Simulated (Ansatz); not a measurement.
hcp Tl was calculated with HSE06 (PAW; Ansatz, an electronic-structure program).

Run with plane-wave cutoff 500 eV, 12×12×1 k mesh (along the axes of the cell as run), Fermi–Dirac smearing 0.1 eV, scalar-relativistic PAW data made under PBE.

The cell is the one relaxed with r²SCAN.

Question: What does this level give for the surface energy of the (0001) face and work function of the (0001) face?

Answer: 
- surface energy of the (0001) face: 0.23 J/m²
- work function of the (0001) face: 3.48 eV

Note: exact exchange on metals is sensitive to the k mesh and can open a false gap.

The slab of 4 atoms is relaxed and unreconstructed.

Spin–orbit coupling is not included; it can shift volumes and moduli of such heavy elements.

The computed numbers hold no vibrational or temperature effects.

Computing time: about 19 core-minutes (a rough figure).
